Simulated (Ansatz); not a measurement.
Process, species as SMILES: OCl (OH-Cl) → [OH] (OH) + Cl atom
B3LYP-D3(BJ)/def2-TZVP geometries, fixed; electronic energies without zero-point terms.

Basis-set convergence of the bond dissociation energy at CCSD(T) with Ansatz (an electronic-structure program). Cartesian d functions, on some or all atoms, in 6-31G*, 6-31+G*, 6-311G**; all else is spherical. Cores are frozen. Open shells are unrestricted. No added dispersion term, no relativity. Functions are those of the species that has most. Reference: Hartree-Fock in aug-cc-pV(Q+d)Z plus the correlation part extrapolated as X^-3 from aug-cc-pV(T+d)Z and aug-cc-pV(Q+d)Z, 58.74 kcal/mol, itself unsure by roughly 0.49 kcal/mol (a third of the extrapolation step and of the last Hartree-Fock step). Deviations are taken from unrounded values.

```tsv
basis	functions	bond dissociation energy (kcal/mol)	minus reference (kcal/mol)
3-21G	24	31.77	-26.97
pcseg-0	24	27.17	-31.57
6-31G*	36	47.35	-11.39
cc-pV(D+d)Z	42	45.71	-13.03
6-31+G*	44	46.88	-11.87
6-311G**	51	44.63	-14.12
pcseg-2	78	54.75	-4.00
cc-pV(T+d)Z	83	54.23	-4.51
def2-TZVPD	95	54.22	-4.52
def2-TZVPPD	108	54.58	-4.17
cc-pV(Q+d)Z	149	56.78	-1.97
pcseg-3	157	57.27	-1.47
cc-pV(5+d)Z	246	57.83	-0.91
```
